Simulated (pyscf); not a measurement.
`[PH2]` [doublet] + `[SiH3][SiH]([SiH3])[SiH3]` → `[PH3]` + `[SiH3][Si]([SiH3])[SiH3]` [doublet] (hydrogen abstraction; doublet surface; H–Si broken, H–P formed). Structures and frequencies: ωB97X-D3(BJ)/def2-SVP in PySCF. Energies in kJ/mol from the separated reactants.

```
level                   barrier  reaction energy
----------------------  -------  ---------------
ωB97X-D3(BJ)/def2-TZVP     21.0             -4.0
PBE/def2-TZVP              -2.5             -9.1
B3LYP-D3(BJ)/def2-TZVP      9.1             +0.2
PBE0-D3(BJ)/def2-TZVP       3.7             -3.5
M06-2X/def2-TZVP           21.9             -2.3
ωB97M-D3(BJ)/def2-TZVP     25.1             +0.6
```

At PBE this geometry lies under the reactants; that is no barrier but a single point on another level's saddle; such a level's own saddle, if it has one, lies nearer that side and is low. This is the saddle that the search found; another between the same sides may lie lower. The angle at the transferred H is 159°.
